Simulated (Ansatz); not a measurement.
Coupled-cluster run, C₂H₅FS₂, SMILES `FCSCS`.

```yaml
crystal:
  periodic: [false, false, false]
  atoms:
    - {symbol: F, position_ang: [-1.677025, -0.347129, 1.543428]}
    - {symbol: C, position_ang: [-0.669383, 0.561495, 1.295553]}
    - {symbol: S, position_ang: [0.882912, -0.219816, 0.918702]}
    - {symbol: C, position_ang: [0.520984, -0.846392, -0.734658]}
    - {symbol: S, position_ang: [0.149973, 0.380756, -2.005955]}
    - {symbol: H, position_ang: [-0.978353, 1.188351, 0.455401]}
    - {symbol: H, position_ang: [-0.510763, 1.164687, 2.191690]}
    - {symbol: H, position_ang: [1.383457, -1.448134, -1.019661]}
    - {symbol: H, position_ang: [-0.348165, -1.503966, -0.695719]}
    - {symbol: H, position_ang: [1.329563, 1.019049, -1.945881]}
basis:
  gaussian: {orbitals: def2-SVP}
correlation: {method: ccsd_t}
```

```sh
$ ansatz run in.yaml --threads 4 --pin off --events-out ev --progress --plain
```

Output of Ansatz, abridged:

```
Functional definition: HF
1000 factors; integrals over basis functions are off by at most 1.4e-3 eV
mean field evaluation 1: about -26467.2923 eV, gradient 2.6e1 eV
mean field evaluation 2: about -26467.4159 eV, gradient 2.6e1 eV
mean field evaluation 4: about -26469.3695 eV, gradient 3.6e0 eV
mean field evaluation 8: about -26469.4142 eV, gradient 1.7e-1 eV
mean field -26469.41438729 eV, -972.7330371193 hartree, gradient 2.1e-6 eV, S^2 0.000000; 0 other end points of the search recorded, 0 dependent functions left out
13 core orbitals not correlated: weight in the atoms' cores, before any rotation towards them, 1.000 or more for the frozen orbitals, at most 0.000 for the correlated occupied ones
reference -26469.41438729 eV, -972.7330371193 hartree; 16, 16 occupied and 74, 74 virtual orbitals, 1000 factors
second order -19.83962459 eV of doubles, -0.00000000 eV of singles
cycle   1  -20.69756206 eV  change   -8.6e-1 eV  update   9.7e-2
cycle   2  -21.21526154 eV  change   -5.2e-1 eV  update   2.8e-2
cycle   3  -21.32144181 eV  change   -1.1e-1 eV  update   1.3e-2
cycle   4  -21.32021530 eV  change    1.2e-3 eV  update   2.8e-3
cycle   5  -21.32007530 eV  change    1.4e-4 eV  update   1.2e-3
cycle   6  -21.32012909 eV  change   -5.4e-5 eV  update   3.8e-4
cycle   7  -21.31991902 eV  change    2.1e-4 eV  update   1.4e-4
cycle   8  -21.31986936 eV  change    5.0e-5 eV  update   4.6e-5
cycle   9  -21.31987213 eV  change   -2.8e-6 eV  update   1.7e-5
perturbative correction -0.58897373 eV, -0.0216443854 hartree
Total energy: -26491.32323315 eV, -973.5381723544 hartree
```

Hardware: 4 threads of a server CPU on a shared host. Wall time 6.5 s, peak host memory 0.45 GiB.

The correlation energy is -21.909 eV, 2.7 % of it from (T); the T1 diagnostic reads 0.0102.
